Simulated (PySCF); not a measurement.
# C5H6S: the cost of one run

The runs use PySCF 2.14.0, with density-fitted response routines of our own; the level of theory stands in each step. All values are computed, except where a source is named. Atoms are numbered from 0 throughout.

## Step 1: The molecule as given

12 atoms, charge 0, multiplicity 1; geometry from: MMFF94s. The atoms were then displaced at random by about 0.03 Å, so the start is not that level's minimum.

Bonds of the start (Å): C0–C1 1.41, C1–C2 1.35, C2–C3 1.58, C3–C4 1.34, C4–S5 1.73, S5–C1 1.74, C0–H6 1.12, C0–H7 1.18, C0–H8 1.03, C2–H9 1.06, C3–H10 1.00, C4–H11 1.12.

## Step 2: Optimising the geometry at PBE0-D3(BJ)/def2-SVP

What the job is given:

```
{"job": {"xc": "PBE0", "basis": "def2-SVP", "d3": "d3bj", "grid": 1, "shake": 0.03, "kind": "geom"}, "charge": 0, "multiplicity": 1}
C     -1.927980     0.127700     0.030290
C     -0.516990     0.148370     0.019610
C      0.269780    -0.928530    -0.202460
C      1.808290    -0.562560    -0.102820
C      1.874090     0.750610     0.140050
S      0.379780     1.609460     0.309080
H     -2.345040     0.535830     0.986570
H     -2.307900     0.899540    -0.775170
H     -2.412960    -0.771760    -0.122910
H     -0.040080    -1.930180    -0.346270
H      2.503560    -1.272200    -0.192310
H      2.830910     1.310960     0.307320
```

Launch:

```sh
OMP_NUM_THREADS=1 python probes_run.py task.json out
```

This one command runs all jobs of the session in turn.

Q: Estimate the wall time and peak memory of this first job on 1 thread of Intel Xeon Platinum 8488C, shared host.

About 41 s, with a peak of 0.48 GiB.
